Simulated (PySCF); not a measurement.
Species: silylphosphane, H5PSi.
SMILES: `[SiH3]P`

Level of theory: PBE0-D3(BJ)/def2-TZVP geometry optimisation, gas phase in PySCF 2.14.0.

Take the most abundant isotopes and a rigid rotor. 

**Question.** What are A, B and C (GHz)?

**Answer.** Ia = 9.82, Ib = 90.74, Ic = 91.14 u·Å²; 505379 MHz·u·Å²/I gives 51482, 5569 and 5545 MHz, that is A = 51.482, B = 5.5694, C = 5.5452 GHz.

**Question.** What kind of rotor is it?

**Answer.** A near-prolate asymmetric top; Ray's κ = -0.999.

**Question.** What does the inertial defect say?

**Answer.** Not planar: Δ = Ic − Ia − Ib = -9.42 u·Å². For a rigid frame Δ = −2 Σ m c², so Σ m c² = 4.71 u·Å² lies off the ab plane: 4.60 from hydrogen and 0.11 from heavier atoms. The atom farthest from that plane is 1.38 Å away.

**Question.** Give the coordinates in the principal-axis frame, origin at the centre of mass.

**Answer.** The sense of each axis is arbitrary; atoms in the order of the calculation.
```tsv
atom	mass (u)	a (Å)	b (Å)	c (Å)
Si1	27.977	-1.141	0.000	-0.004
P2	30.974	1.112	0.000	0.061
H3	1.008	-1.621	1.214	0.706
H4	1.008	-1.706	-0.008	-1.379
H5	1.008	-1.622	-1.205	0.721
H6	1.008	1.231	1.035	-0.905
H7	1.008	1.232	-1.034	-0.906
```

**Question.** List the rotational levels J(Ka,Kc) to J = 2 (K).

**Answer.** Above 0(0,0), as E/k:
J = 1: 1(0,1) 0.533, 1(1,1) 2.737, 1(1,0) 2.738
J = 2: 2(0,2) 1.600, 2(1,2) 3.803, 2(1,1) 3.806, 2(2,1) 10.416, 2(2,0) 10.416
The levels of one J sum to (2J + 1)J(J + 1)(A + B + C)/3.

**Question.** Which types of transition are allowed, and where do some lines up to J = 3 fall?

**Answer.** The dipole components are |μa| = 0.22 D, |μb| = 0.00 D, |μc| = 0.64 D; the mirror of this Cs structure is the ac plane, so μb vanishes by symmetry and there are no b-type lines. Intensities carry the squares of the components, which stand as 0.11 : 1.00 (a : c). Some lines, for components of 0.1 D or more:

```csv
type,branch,"J(Ka,Kc)",MHz,lower level (cm⁻¹)
a,R,"1(0,1) ← 0(0,0)",11115,0.000
a,R,"2(1,2) ← 1(1,1)",22205,1.902
a,R,"2(0,2) ← 1(0,1)",22229,0.371
a,R,"2(1,1) ← 1(1,0)",22253,1.903
a,R,"3(1,3) ← 2(1,2)",33307,2.643
a,R,"3(0,3) ← 2(0,2)",33344,1.112
a,R,"3(2,2) ← 2(2,1)",33344,7.240
a,R,"3(2,1) ← 2(2,0)",33344,7.240
a,R,"3(1,2) ← 2(1,1)",33380,2.645
c,Q,"3(1,3) ← 3(0,3)",45852,2.224
c,Q,"2(1,2) ← 2(0,2)",45888,1.112
c,Q,"1(1,1) ← 1(0,1)",45912,0.371
c,R,"1(1,0) ← 0(0,0)",57051,0.000
c,R,"2(1,1) ← 1(0,1)",68190,0.371
c,Q,"3(2,2) ← 3(1,2)",137701,3.759
c,Q,"2(2,1) ← 2(1,1)",137737,2.645
c,R,"2(2,0) ← 1(1,0)",159991,1.903
c,R,"2(2,1) ← 1(1,1)",160015,1.902
c,R,"3(2,1) ← 2(1,1)",171081,2.645
c,R,"3(2,2) ← 2(1,2)",171154,2.643
c,Q,"3(3,1) ← 3(2,1)",229623,8.352
c,R,"3(3,0) ← 2(2,0)",262966,7.240
c,R,"3(3,1) ← 2(2,1)",262966,7.240
```

**Question.** Estimate the classical rotational partition function at 50 K, 200 K and 500 K.

**Answer.** Point group Cs, symmetry number σ = 1; q = (√π/σ)·√((kT/h)³/(ABC)), k/h = 20836.6 MHz/K: 1490 at 50 K, 12000 at 200 K, 47300 at 500 K.

No PBE0-D3(BJ)/def2-TZVP frequencies stand behind this structure, so it isn't proved a minimum. Zero-point vibration and centrifugal distortion are left out. A rigid rotor knows nothing of internal rotation, which can split or shift real lines.

Time: 9.9 s; peak memory 0.43 GiB. Hardware: one thread of an Arm Neoverse V1, no GPU (shared host). These figures are those of the optimisation.
